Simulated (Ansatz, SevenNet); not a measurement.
1T (CdI2-type) CdI₂: properties by level of theory

Reference values: lattice constant a 4.244 Å (measured, temperature not stated, not corrected to a static lattice; as tabulated in de Haan, NBS Special Publication (1969), 233, by the Crystallography Open …); lattice parameter c 6.859 Å (measured, temperature not stated, no zero-point or thermal correction; as tabulated in de Haan, NBS Special Publication (1969), 233, by the Crystallography Open …).

```json
[
 {"level (code)": "SevenNet-l3i5 (SevenNet)", "lattice constant a (Å)": "4.337", "c axis length (Å)": "7.754"},
 {"level (code)": "PBEsol (Ansatz)", "lattice constant a (Å)": "4.220", "c axis length (Å)": "6.974"},
 {"level (code)": "PBE-D3(BJ) (Ansatz)", "lattice constant a (Å)": "4.242", "c axis length (Å)": "6.824"},
 {"level (code)": "PBE-D4 (Ansatz)", "lattice constant a (Å)": "4.241", "c axis length (Å)": "6.815"},
 {"level (code)": "HSE06 (Ansatz)", "lattice constant a (Å)": "4.296", "c axis length (Å)": "7.619"}
]
```

Differences from the reference values (errors of the level alone only where the reference is corrected to a static lattice):

| level | lattice constant a (%) | lattice parameter c (%) |
|---|---|---|
| SevenNet-l3i5 | +2.19 | +13.0 |
| PBEsol | -0.57 | +1.68 |
| PBE-D3(BJ) | -0.05 | -0.51 |
| PBE-D4 | -0.07 | -0.64 |
| HSE06 | +1.23 | +11.1 |

Nearest: lattice constant a, not ranked (reference at room or unstated temperature); lattice parameter c, not ranked (reference at room or unstated temperature).

Machine-learned potentials (SevenNet-l3i5) are trained on DFT data, which may include these solids.

Caveats: the cell comes from a level without a dispersion term, which matters for the spacing of layers, chains or molecules (PBEsol, HSE06). Ansatz's density-functional and Hartree–Fock values are scalar-relativistic unless marked +SOC, with PAW data made under PBE.

Differences are worked out from the printed values.

Ansatz is a quantum-chemistry and plane-wave program.
